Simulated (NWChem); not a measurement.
**Which level was it?**

The species is C2F3N (6 atoms), meant as a singlet with charge 0. SMILES: `N#CC(F)(F)F`. Geometry: relaxed at PBE0-D4/def2-TZVP.

```csv
atom,x (Å),y (Å),z (Å)
N,1.0221,-1.7051,0.8935
C,0.4862,-0.8106,0.4178
C,-0.2064,0.3456,-0.1972
F,-1.3160,-0.0558,-0.8023
F,0.5815,0.9270,-1.0915
F,-0.5252,1.2348,0.7336
```

A calculation with NWChem 7.3.0 gave:

```yaml
total_energy: -422.6261 Eh
dipole_moment: 1.41 D
HOMO_energy: -12.56 eV
LUMO_energy: 8.18 eV
HOMO–LUMO_gap: 20.74 eV
largest_force: 3.247 eV/Å
```

Problem. Which of these levels gave the numbers?
A. HF/3-21G
B. B3LYP/6-31G* (spherical functions)
C. B3LYP/6-31G* (Cartesian functions)
D. HF/STO-3G

Solution. D. The others give -430.4401 Eh (B3LYP/6-31G* (spherical functions)), -430.4458 Eh (B3LYP/6-31G* (Cartesian functions)), -426.1441 Eh (HF/3-21G).
